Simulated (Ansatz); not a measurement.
(LiH)3 ring (Li₃H₃) was relaxed with r2SCAN-D4 (def2-TZVP) in Ansatz in these states: charge +1 doublet, neutral singlet. The geometries follow in no particular order.

A:

| atom | x (Å) | y (Å) | z (Å) |
| --- | --- | --- | --- |
| Li1 | -1.098 | -0.240 | 1.508 |
| H2 | 0.741 | -0.443 | 0.365 |
| Li3 | 2.323 | -0.772 | -0.264 |
| H4 | 0.765 | -0.059 | -0.533 |
| Li5 | -1.023 | 0.947 | -1.269 |
| H6 | -1.708 | 0.567 | 0.193 |

B:

Cartesian coordinates in Å:
```
Li 0.3423 0.9147 -1.3025
H 1.0575 -0.6455 -1.2957
Li 0.6185 -1.5006 0.1261
H -0.3766 -1.0071 1.4344
Li -0.9608 0.5859 1.1764
H -0.6809 1.6526 -0.1388
```

Question: Judge from the bond lengths which geometry belongs to which state (an estimate).

Answer: A is the charge +1 doublet (Li3–Li5 3.894 Å, Li1–Li3 3.890 Å, H4–Li5 2.180 Å); B is the neutral singlet (Li3–Li5 2.820 Å, Li1–Li3 2.820 Å, H4–Li5 1.716 Å).

In the charge 1 doublet, H2 and H4 lie 0.98 Å apart (atoms count from 1), so these atoms are partly bonded to each other. The charge +1 doublet has come apart into loosely held pieces.
